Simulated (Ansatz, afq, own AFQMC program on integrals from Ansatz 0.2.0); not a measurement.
**CH₃, doublet: AFQMC among the cluster methods**

```yaml
atoms:
  - { symbol: C, position_ang: [0.0000, 0.0000, 0.0000] }
  - { symbol: H, position_ang: [1.0932, 0.0139, -0.0002] }
  - { symbol: H, position_ang: [-0.5586, 0.9397, -0.0028] }
  - { symbol: H, position_ang: [-0.5345, -0.9536, 0.0030] }
```

Basis aug-cc-pVDZ. Noble-gas cores (and the filled d shells of Ga–Kr and In–Xe) are frozen. Integrals, coupled cluster, full CI and functionals: Ansatz 0.2.0; the random walks run on the same integrals in our own AFQMC program. The CISD trial takes its coefficients from CCSD amplitudes. Released means that phaseless walkers are propagated on without the constraint, phases kept. Error bars are statistical, one sigma.

Determinant: UHF, the one that the program's search chose, which needn't be the lowest solution. The geometry is a PBE0/def2-TZVP stationary point of this or a neighbouring charge and spin state.

No full CI on the walks' own integrals is used here; CCSDT(Q) serves as the reference and is uncertain by about the last step of the cluster series.

```
T1 diagnostic                               : 0.0090
weight of the determinant in the CISD state : 0.936
⟨S²⟩ of the determinant                     : 0.762
size of the correlated space                : 7 electrons in 49 orbitals
```

```json
{"level": "MP2", "correlation energy (eV)": "-3.6136"}
{"level": "CCSD", "correlation energy (eV)": "-4.2438"}
{"level": "CCSD(T)", "correlation energy (eV)": "-4.3348"}
```

**Question.** Estimate where AFQMC with the constraint released lies against CCSD(T) on the same integrals.

**Answer.** 0.77 ± 0.25 mEh below CCSD(T).

Reference: CCSDT(Q), correlation energy -4.352 eV. The released energy is read at 1.50 1/Eh (meV from the phaseless value at times in 1/Eh: -4 ± 5 at 0.24, -4 ± 5 at 0.50, -1 ± 7 at 1.00, -9 ± 7 at 1.50).

```tsv
level	E − E(reference) (mEh)	share of correlation (%)
CCSD(T)	0.62	99.61
CCSDT	0.13	99.92
ph-AFQMC/CISD	0.17 ± 0.17	99.89
released AFQMC	-0.15 ± 0.25	100.09
```

A walk keeps the symmetry of its determinant, which the program's search chose and which needn't be the lowest solution, so a lower state of the same spin and another symmetry isn't excluded. Released energies are given only where the last usable release times agree within the noise; a slower fall can still hide under it.
